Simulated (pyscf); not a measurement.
Single points on ωB97X-D3(BJ)/def2-SVP structures (PySCF, gas phase).

Task: Estimate by transition-state theory the rate constant of SbH₃ (SMILES [SbH3]) + InH₃ (SMILES [InH3]) -> H₂In–SbH₂ (SMILES [InH2][SbH2]) + H₂ (SMILES [H][H]) (singlet surface; H–Sb, H–In broken, In–Sb, H–H formed) at 1200 K, with ωB97M-D3(BJ)/def2-TZVP energies (ideal gas, 1 atm, RRHO with modes under 100 cm⁻¹ raised to 100, one conformer, R ln 2 for chiral ones without a mode under 150 cm⁻¹; no tunnelling).

Result: The electronic barrier is 21.3 kcal/mol and the thermal terms add +34.4, so ΔG‡ = 55.7 kcal/mol. With k_BT/h = 2.50e+13 s⁻¹ and RT = 2.385 kcal/mol, and a volume of 1.64e-19 cm³ per molecule at 1 atm, k = 2.9e-16 cm³ molecule⁻¹ s⁻¹. Wigner's tunnelling factor for 1369i cm⁻¹ would be 1.11. A shift of 1 kcal/mol in the barrier changes k by a factor 1.5. On the reactant side the descent ends in a complex, 6.9 kcal/mol under the separated species and 22.2 kcal/mol under the saddle at ωB97X-D3(BJ)/def2-TZVP. At the saddle there is also a short H–In contact that neither side keeps. At ωB97X-D3(BJ)/def2-TZVP the barrier from the zero used here is 15.3 kcal/mol. This is the saddle that the search found; another between the same sides may lie lower. Elements past Kr carry the def2 core potentials, without spin-orbit coupling.
